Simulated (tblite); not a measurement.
Compound: C4H12N2.
Atom-mapped SMILES: `[CH3:1][NH:2][CH2:3][CH2:4][NH:5][CH3:6]` (hydrogens: H7, H8, H9 on C1; H10 on N2; H11, H12 on C3; H13, H14 on C4; H15 on N5; H16, H17, H18 on C6)

Computed with GFN2-xTB (tblite), gas phase: Langevin dynamics at 400 K from the optimised GFN2-xTB geometry, time step 0.5 fs, friction 0.01 fs⁻¹, 2000 steps.

Start geometry:
```
atom  x, y, z in Å
C1     -2.303    0.860    0.022
N2     -1.013    0.442   -0.484
C3     -0.568   -0.821    0.074
C4      0.780   -1.271   -0.511
N5      1.940   -0.499   -0.122
C6      2.029    0.818   -0.727
H7     -3.100    0.116   -0.139
H8     -2.217    1.037    1.095
H9     -2.589    1.792   -0.463
H10    -1.055    0.362   -1.497
H11    -1.308   -1.628   -0.086
H12    -0.463   -0.683    1.157
H13     0.957   -2.304   -0.191
H14     0.726   -1.261   -1.603
H15     1.960   -0.408    0.890
H16     2.945    1.294   -0.381
H17     2.093    0.693   -1.809
H18     1.176    1.467   -0.500
```

The statistics below take the 31 frames saved every 25 fs from 250 to 1000 fs; their kinetic temperature (all 3N coordinates) averages 391 K.

Problem. How do the bond lengths spread?

Solution. 
| bond | start (Å) | mean (Å) | standard deviation (Å) | shortest (Å) | longest (Å) |
| --- | --- | --- | --- | --- | --- |
| C1–N2 | 1.448 | 1.454 | 0.037 | 1.394 | 1.530 |
| N2–C3 | 1.451 | 1.464 | 0.035 | 1.397 | 1.519 |
| C3–C4 | 1.537 | 1.542 | 0.050 | 1.456 | 1.635 |
| C4–N5 | 1.447 | 1.455 | 0.034 | 1.394 | 1.523 |
| N5–C6 | 1.452 | 1.455 | 0.035 | 1.383 | 1.543 |
| C1–H7 | 1.102 | 1.107 | 0.038 | 1.045 | 1.194 |
| C1–H8 | 1.091 | 1.100 | 0.049 | 1.001 | 1.177 |
| C1–H9 | 1.089 | 1.097 | 0.034 | 1.032 | 1.170 |
| N2–H10 | 1.017 | 1.019 | 0.019 | 0.975 | 1.051 |
| C3–H11 | 1.107 | 1.115 | 0.042 | 1.046 | 1.203 |
| C3–H12 | 1.096 | 1.098 | 0.025 | 1.048 | 1.157 |
| C4–H13 | 1.095 | 1.102 | 0.026 | 1.062 | 1.171 |
| C4–H14 | 1.094 | 1.096 | 0.031 | 1.022 | 1.139 |
| N5–H15 | 1.016 | 1.019 | 0.027 | 0.977 | 1.080 |
| C6–H16 | 1.089 | 1.097 | 0.032 | 1.038 | 1.174 |
| C6–H17 | 1.091 | 1.100 | 0.043 | 1.033 | 1.218 |
| C6–H18 | 1.096 | 1.106 | 0.049 | 1.023 | 1.207 |

Problem. Give the same statistics for bond angles, one of each kind among heavy atoms.

Solution. 
```tsv
angle	start (°)	mean (°)	standard deviation (°)	smallest (°)	largest (°)
C1–N2–C3	112.9	113.5	3.6	104.8	121.4
N2–C3–C4	112.2	112.2	4.0	102.6	121.5
C3–C4–N5	116.4	115.6	3.3	108.6	122.4
C4–N5–C6	114.9	116.4	5.0	106.3	125.7
```

Problem. How far does each atom move about its mean position (frames aligned on the start, all atoms weighted alike), and what rms force does it feel?

Solution. 
```json
{"atom": "C1", "rms displacement (Å)": "0.15", "rms force (eV/Å)": "2.27"}
{"atom": "N2", "rms displacement (Å)": "0.29", "rms force (eV/Å)": "1.91"}
{"atom": "C3", "rms displacement (Å)": "0.13", "rms force (eV/Å)": "2.21"}
{"atom": "C4", "rms displacement (Å)": "0.13", "rms force (eV/Å)": "2.17"}
{"atom": "N5", "rms displacement (Å)": "0.20", "rms force (eV/Å)": "1.99"}
{"atom": "C6", "rms displacement (Å)": "0.23", "rms force (eV/Å)": "2.26"}
{"atom": "H7", "rms displacement (Å)": "0.48", "rms force (eV/Å)": "1.22"}
{"atom": "H8", "rms displacement (Å)": "0.51", "rms force (eV/Å)": "1.63"}
{"atom": "H9", "rms displacement (Å)": "0.31", "rms force (eV/Å)": "1.20"}
{"atom": "H10", "rms displacement (Å)": "0.55", "rms force (eV/Å)": "0.89"}
{"atom": "H11", "rms displacement (Å)": "0.25", "rms force (eV/Å)": "1.13"}
{"atom": "H12", "rms displacement (Å)": "0.35", "rms force (eV/Å)": "0.86"}
{"atom": "H13", "rms displacement (Å)": "0.28", "rms force (eV/Å)": "0.98"}
{"atom": "H14", "rms displacement (Å)": "0.24", "rms force (eV/Å)": "1.20"}
{"atom": "H15", "rms displacement (Å)": "0.47", "rms force (eV/Å)": "1.07"}
{"atom": "H16", "rms displacement (Å)": "0.45", "rms force (eV/Å)": "1.08"}
{"atom": "H17", "rms displacement (Å)": "0.61", "rms force (eV/Å)": "1.34"}
{"atom": "H18", "rms displacement (Å)": "0.56", "rms force (eV/Å)": "1.35"}
```

The displacements run from 0.13 to 0.61 Å, the largest at H17.

Problem. Follow the torsions C1–N2–C3–C4, N2–C3–C4–N5 and C3–C4–N5–C6 through every second one of these frames.

Solution. 
```json
{"t (fs)": "250", "C1–N2–C3–C4 (°)": "178", "N2–C3–C4–N5 (°)": "90", "C3–C4–N5–C6 (°)": "-105"}
{"t (fs)": "300", "C1–N2–C3–C4 (°)": "-170", "N2–C3–C4–N5 (°)": "76", "C3–C4–N5–C6 (°)": "-106"}
{"t (fs)": "350", "C1–N2–C3–C4 (°)": "-173", "N2–C3–C4–N5 (°)": "78", "C3–C4–N5–C6 (°)": "-107"}
{"t (fs)": "400", "C1–N2–C3–C4 (°)": "-178", "N2–C3–C4–N5 (°)": "56", "C3–C4–N5–C6 (°)": "-105"}
{"t (fs)": "450", "C1–N2–C3–C4 (°)": "177", "N2–C3–C4–N5 (°)": "53", "C3–C4–N5–C6 (°)": "-91"}
{"t (fs)": "500", "C1–N2–C3–C4 (°)": "168", "N2–C3–C4–N5 (°)": "53", "C3–C4–N5–C6 (°)": "-75"}
{"t (fs)": "550", "C1–N2–C3–C4 (°)": "164", "N2–C3–C4–N5 (°)": "62", "C3–C4–N5–C6 (°)": "-69"}
{"t (fs)": "600", "C1–N2–C3–C4 (°)": "162", "N2–C3–C4–N5 (°)": "69", "C3–C4–N5–C6 (°)": "-59"}
{"t (fs)": "650", "C1–N2–C3–C4 (°)": "178", "N2–C3–C4–N5 (°)": "82", "C3–C4–N5–C6 (°)": "-56"}
{"t (fs)": "700", "C1–N2–C3–C4 (°)": "-172", "N2–C3–C4–N5 (°)": "88", "C3–C4–N5–C6 (°)": "-61"}
{"t (fs)": "750", "C1–N2–C3–C4 (°)": "-166", "N2–C3–C4–N5 (°)": "93", "C3–C4–N5–C6 (°)": "-61"}
{"t (fs)": "800", "C1–N2–C3–C4 (°)": "-159", "N2–C3–C4–N5 (°)": "100", "C3–C4–N5–C6 (°)": "-84"}
{"t (fs)": "850", "C1–N2–C3–C4 (°)": "179", "N2–C3–C4–N5 (°)": "81", "C3–C4–N5–C6 (°)": "-64"}
{"t (fs)": "900", "C1–N2–C3–C4 (°)": "158", "N2–C3–C4–N5 (°)": "70", "C3–C4–N5–C6 (°)": "-75"}
{"t (fs)": "950", "C1–N2–C3–C4 (°)": "153", "N2–C3–C4–N5 (°)": "52", "C3–C4–N5–C6 (°)": "-102"}
{"t (fs)": "1000", "C1–N2–C3–C4 (°)": "155", "N2–C3–C4–N5 (°)": "41", "C3–C4–N5–C6 (°)": "-102"}
```

Largest departure from the start value over all these frames: C1–N2–C3–C4 25° (start 178°), N2–C3–C4–N5 30° (start 70°), C3–C4–N5–C6 41° (start -73°).

Problem. How widely does the potential energy scatter, against a harmonic estimate?

Solution. Mean 0.83 eV above the start, standard deviation 0.143 eV, range 0.55 to 1.08 eV. For 48 classical harmonic modes at 400 K the canonical values are 48kT/2 = 0.83 eV and kT·√(48/2) = 0.169 eV.

The run is classical and short, so these are rough statistics of one trajectory.

The cost below is that of the whole dynamics run. Time: 9.9 s wall; peak memory 0.18 GiB. Hardware: an Arm Neoverse V1 with one thread, shared host.
